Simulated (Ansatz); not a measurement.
A nudged elastic band was laid between two geometries of C₄H₉N (14 atoms, charge 0, multiplicity 1).

All numbers below come from RKS PBE0-D4/def2-SVP (Ansatz 0.2.0).

```yaml
movable_images: 5
climbing_image: from the first iteration
spring: 5.0 eV/Å²
optimiser: fire
start_path: through a guess of the saddle point
force_threshold: 0.05 eV/Å
iteration_limit: 60
end_points: relaxed
```

Initial state:

```xyz
14
Properties=species:S:1:pos:R:3
N -0.076 0.916 1.980
C -0.087 1.064 0.539
C -0.477 -0.167 -0.249
C 0.544 -1.235 -0.516
C 0.037 -0.379 -1.640
H 0.514 0.126 2.238
H -1.009 0.681 2.314
H -0.764 1.896 0.280
H 0.917 1.387 0.211
H -1.499 -0.518 -0.055
H 1.566 -1.061 -0.163
H 0.233 -2.283 -0.478
H -0.626 -0.831 -2.382
H 0.714 0.377 -2.051
```

Final state:

```xyz
14
Properties=species:S:1:pos:R:3
N -0.368 0.692 1.957
C -0.132 0.984 0.558
C -0.529 -0.185 -0.302
C 0.454 -1.294 -0.553
C 0.068 -0.361 -1.663
H -0.101 1.481 2.542
H 0.210 -0.095 2.248
H -0.744 1.860 0.279
H 0.919 1.255 0.309
H -1.574 -0.486 -0.175
H 1.458 -1.191 -0.130
H 0.085 -2.323 -0.582
H -0.570 -0.740 -2.465
H 0.810 0.373 -1.993
```

Problem. Which bonds break or form, and what moves?

Solution. No bond is made or broken. The dihedral H6–N1–C2–C3 goes from 54 to -180°.

Problem. What energy profile does the band end with?

Solution. The forces met the threshold. The highest image is number 3 of 0 to 6, 3.5 kcal/mol above the first end and 3.2 kcal/mol above the last; the last end lies 0.4 kcal/mol above the first. The order of the stationary point at the top wasn't checked.

| image | path coordinate (Å) | energy (kcal/mol) | dihedral H6–N1–C2–C3 (°) |
| --- | --- | --- | --- |
| 0 | 0.00 | 0.0 | 54 |
| 1 | 0.47 | 0.7 | 73 |
| 2 | 0.93 | 2.5 | 95 |
| 3 | 1.40 | 3.5 | 117 |
| 4 | 1.85 | 2.6 | 139 |
| 5 | 2.29 | 1.0 | 160 |
| 6 | 2.74 | 0.4 | -180 |

Problem. What is the geometry of the highest image?

Solution. 
```xyz
14
Properties=species:S:1:pos:R:3
N -0.220 0.812 1.966
C -0.140 1.086 0.534
C -0.539 -0.103 -0.303
C 0.427 -1.240 -0.466
C 0.070 -0.380 -1.644
H 0.689 0.880 2.412
H -0.533 -0.145 2.115
H -0.793 1.941 0.276
H 0.880 1.391 0.239
H -1.592 -0.389 -0.195
H 1.425 -1.116 -0.034
H 0.045 -2.263 -0.427
H -0.563 -0.812 -2.423
H 0.830 0.311 -2.021
```

The band took 37 iterations and of the order of 14 core-minutes.

Time of the run: 7.2 min on 2 threads of Intel(R) Xeon(R) Platinum 8488C (Sapphire Rapids) (shared host), peak memory 0.28 GiB.
